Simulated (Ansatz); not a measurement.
Ideal-gas functions of CH4N, SMILES `C[NH]` radical at 298.15 K and 1 bar, from an Ansatz frequency run at PBE0-D4/def2-TZVP.

Molar mass 30.05 g/mol, point group Cs (symmetry number 1), electronic degeneracy 2, moments of inertia 4.037, 19.661, 20.596 u Å². Harmonic wavenumbers (cm⁻¹, unscaled): 254, 946, 1008, 1076, 1332, 1386, 1470, 1479, 2971, 3015, 3114, 3420.

Use S(trans) = R[1.5 ln M + 2.5 ln T − 1.1517]; rotational temperatures θ = 24.2544 K / I; S(rot) = R[ln(√π/σ · √(T³/θAθBθC)) + 1.5]; for each mode x = 1.438777 ν̃/T, S = R[x/(eˣ − 1) − ln(1 − e⁻ˣ)] and H = RT x/(eˣ − 1); 1 cm⁻¹ = 0.0119627 kJ/mol; R = 8.31446 J/(mol·K).

**Question.** By hand: the entropy, in J/(mol·K).

**Answer.** Translation 151.3. Rotation: θ = 6.008, 1.2336, 1.1776 K, giving 79.3. Vibration, mode by mode: 7.12, 0.49, 0.38, 0.29, 0.10, 0.08, 0.06, 0.05, 0.00, 0.00, 0.00, 0.00, in all 8.6. Electronic 5.8. Sum 245.0 J/(mol·K).

**Question.** By hand: H − E and G − E in kJ/mol, counted from the electronic energy.

**Answer.** Zero-point energy ½ × 21471 × 0.0119627 = 128.4; thermal vibration 1.6; translation, rotation and pV give 4 RT = 9.9. H − E = 139.9 kJ/mol, and G − E = 139.9 − 298.15 × 245.0/1000 = 66.9 kJ/mol.

Vibration gives 4 % of the entropy.
